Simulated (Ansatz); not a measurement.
**An input for SiH2F2 (SMILES F[SiH2]F)**

SiH2F2: 5 atoms, total charge 0, spin state singlet. As SMILES, `F[SiH2]F`. Geometry: relaxed at PBE0-D4/def2-TZVP.

```xyz
5

F    -1.0790    0.5382    0.9807
Si   -0.0052   -0.0005   -0.0541
F     1.2476   -0.5206    0.7669
H    -0.5905   -1.1387   -0.7863
H     0.4271    1.1217   -0.9073
```

Settings wanted:

```json
{
  "basis set": "cc-pVTZ",
  "integral approximation": "none",
  "task": "energy",
  "method": "CCSD(T)",
  "dispersion": "none",
  "reference": "RHF",
  "accuracy": "medium",
  "frozen core orbitals": "7"
}
```

Question: Write the Ansatz 0.2.0 input and the command.

Answer: This one ran through:

in.yaml:
```yaml
crystal:
  periodic: [false, false, false]
  atoms:
    - {symbol: F, position_ang: [-1.079010, 0.538200, 0.980720]}
    - {symbol: Si, position_ang: [-0.005220, -0.000540, -0.054090]}
    - {symbol: F, position_ang: [1.247630, -0.520590, 0.766910]}
    - {symbol: H, position_ang: [-0.590470, -1.138740, -0.786300]}
    - {symbol: H, position_ang: [0.427070, 1.121680, -0.907250]}
basis:
  gaussian: {orbitals: cc-pVTZ}
magnetization: {spin_polarized: false}
correlation: {method: ccsd_t, frozen_orbitals: {F: 1, H: 0, Si: 5}}
scf: {omitted_lower_state_checks: [cluster_reference, increment]}
output: {orbitals: {seedname: orbitals}}
```

```bash
$ ansatz run in.yaml --threads 1 --pin off --max-ram 3480MiB --events-out events.jsonl --progress --plain --runs-dir runs
```

Calculated total energy: -489.85608 Eh.
